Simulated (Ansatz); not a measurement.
Dielectric constant ε0 (ions relaxed) of solids drawn from the class of halides, at two levels: PBE in Ansatz (PAW), and LDA (PAW; Ansatz, an electronic-structure program).

```tsv
solid	PBE	LDA
cubic perovskite KZnF3	10.6	9.34
fluorite CdF2	9.79	7.93
rock-salt AgBr	17.1	12.9
cubic perovskite KMgF3	7.25	6.63
rock-salt AgCl	15.5	11.6
fluorite SrCl2	8.55	?
```

Problem. Estimate the withheld LDA value from the other rows.

Solution. One way: carry over the typical ratio. The ratios LDA / PBE of the other rows, in order: 0.748, 0.754, 0.810, 0.881, 0.914; median 0.810. Fluorite SrCl2: 8.55 × 0.810 = 6.93; the run gives 7.23. The ratios spread from 0.748 to 0.914, so such an estimate is rough.

Over all 6 rows LDA is the larger in 0.

Ansatz's runs of these crystals have no spin polarisation.

Each level is taken at its own relaxed cell. Ansatz's density-functional and Hartree–Fock values are scalar-relativistic unless marked +SOC, with PAW data made under PBE.
